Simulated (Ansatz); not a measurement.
One crystal and one scan (energy against volume) at two levels, PBE (plane waves to 420 eV, PAW, scalar-relativistic; Ansatz, a first-principles code) and r2SCAN (plane waves to 500 eV, PAW, scalar-relativistic; Ansatz), each from its own relaxed cell and on its own mesh. The cell shown is that of PBE.

Rh (fcc, Cu type)

```
CELL_PARAMETERS angstrom
      0.00000     1.91503     1.91503
      1.91503     0.00000     1.91503
      1.91503     1.91503     0.00000
ATOMIC_POSITIONS crystal
  Rh 0.00000 0.00000 0.00000
```

The volume is varied about the relaxed value V₀ at fixed cell shape. Symmetry pins the atoms to their sites.

The energy includes the smearing's −TS. Rh is run without spin polarisation. Rh was relaxed with its symmetry unable to fall. Both scans cover V/V₀ from 0.840 to 1.160.

ΔE (meV/atom), each from the relaxed starting cell of its own level:

```tsv
V/V₀	PBE	r2SCAN
0.840	412	withheld
0.872	244	261
0.904	128	137
0.936	53	57
0.968	12	13
1.000	0	0
1.032	11	12
1.064	41	43
1.096	86	92
1.128	144	154
1.160	212	227
```

Task: Estimate the r2SCAN value at 0.840 from the PBE value there and the ratio of the two levels in the two nearest given rows on that side of the minimum.

Result: At 0.872 and 0.904 the ratio r2SCAN/PBE averages 1.070, which gives 1.070 × 412 = 441 meV/atom. The calculation gives 440 meV/atom, +6.8 % against PBE.

(Under strain, the slope of the energy per volume gives the stress and its curvature an elastic modulus.)
